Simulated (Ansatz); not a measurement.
A nudged elastic band was laid between two geometries of BClH3N + H2 (8 atoms, charge 0, multiplicity 1).

All numbers below come from RKS PBE0-D4/def2-SVP (Ansatz).

```json
{
 "movable images": "9",
 "climbing image": "yes",
 "spring": "5.0 eV/Å²",
 "optimiser": "quadratic models (default)",
 "start path": "through a guess of the saddle point",
 "force threshold": "0.05 eV/Å",
 "iteration limit": "60",
 "end points": "relaxed"
}
```

Initial state:

```xyz
8
Properties=species:S:1:pos:R:3
B -0.116 -0.484 -0.266
Cl -0.110 -0.455 1.509
H 0.934 -0.437 -0.853
N -1.320 -0.562 -0.945
H -2.218 -0.600 -0.479
H -1.369 -0.579 -1.955
H -0.042 3.264 1.793
H -0.027 2.503 1.793
```

Final state:

```xyz
8
Properties=species:S:1:pos:R:3
B -0.082 0.450 -0.476
Cl -0.194 0.537 2.965
H 0.968 -0.131 -0.598
N -1.257 -0.126 -0.926
H -1.291 -1.041 -1.357
H -2.164 0.313 -0.837
H -0.136 1.556 0.027
H -0.111 1.091 1.799
```

Q: What changes between the two ends?

A: Bonds broken: B1–Cl2, H7–H8. Bonds formed: B1–H7, Cl2–H8. BClH3N + H2 becomes BH4N + ClH.

Q: Give the energies along the band, and the barrier.

A: The forces met the threshold. The highest image is number 7 of 0 to 10, 1.67 eV above the first end and 0.96 eV above the last; the last end lies 0.71 eV above the first. The profile has 2 maxima (images 3, 7) with wells between them (image 5): this band takes more than one step, which may be the mechanism or a detour left from its start path. Neighbouring images differ by up to 1.3 eV, so the band resolves the path poorly. A vibrational analysis at the climbing image gives one clearly imaginary mode, 762i cm⁻¹: a first-order saddle point. The orbitals stay closed-shell, which can raise the energy where a bond breaks towards radicals; this wasn't checked here.

```json
{"image": "0", "path coordinate (Å)": "0.00", "energy (eV)": "0.00", "B1–Cl2 (Å)": "1.77", "H7–H8 (Å)": "0.76", "B1–H7 (Å)": "4.28"}
{"image": "1", "path coordinate (Å)": "1.13", "energy (eV)": "0.01", "B1–Cl2 (Å)": "1.77", "H7–H8 (Å)": "0.76", "B1–H7 (Å)": "3.54"}
{"image": "2", "path coordinate (Å)": "2.27", "energy (eV)": "0.03", "B1–Cl2 (Å)": "1.77", "H7–H8 (Å)": "0.76", "B1–H7 (Å)": "3.33"}
{"image": "3", "path coordinate (Å)": "3.40", "energy (eV)": "0.85", "B1–Cl2 (Å)": "1.77", "H7–H8 (Å)": "0.76", "B1–H7 (Å)": "3.16"}
{"image": "4", "path coordinate (Å)": "4.54", "energy (eV)": "0.77", "B1–Cl2 (Å)": "1.77", "H7–H8 (Å)": "0.76", "B1–H7 (Å)": "3.21"}
{"image": "5", "path coordinate (Å)": "5.68", "energy (eV)": "0.01", "B1–Cl2 (Å)": "1.77", "H7–H8 (Å)": "0.76", "B1–H7 (Å)": "3.18"}
{"image": "6", "path coordinate (Å)": "6.82", "energy (eV)": "0.41", "B1–Cl2 (Å)": "1.80", "H7–H8 (Å)": "0.76", "B1–H7 (Å)": "2.21"}
{"image": "7", "path coordinate (Å)": "7.96", "energy (eV)": "1.67", "B1–Cl2 (Å)": "2.19", "H7–H8 (Å)": "0.97", "B1–H7 (Å)": "1.34"}
{"image": "8", "path coordinate (Å)": "8.49", "energy (eV)": "1.06", "B1–Cl2 (Å)": "2.62", "H7–H8 (Å)": "1.37", "B1–H7 (Å)": "1.24"}
{"image": "9", "path coordinate (Å)": "9.01", "energy (eV)": "0.74", "B1–Cl2 (Å)": "3.10", "H7–H8 (Å)": "1.71", "B1–H7 (Å)": "1.22"}
{"image": "10", "path coordinate (Å)": "9.54", "energy (eV)": "0.71", "B1–Cl2 (Å)": "3.44", "H7–H8 (Å)": "1.83", "B1–H7 (Å)": "1.22"}
```

Q: What is the geometry of the highest image?

A: 
```xyz
8
Properties=species:S:1:pos:R:3
B -0.102 0.264 0.013
Cl -0.394 0.289 2.181
H 0.959 -0.275 -0.135
N -1.251 -0.029 -0.750
H -1.360 -0.966 -1.113
H -2.138 0.431 -0.591
H 0.118 1.589 0.038
H -0.100 1.347 0.954
```

Time of the run: 12 min on 1 thread of Arm Neoverse V2 (shared host), peak memory 0.14 GiB.
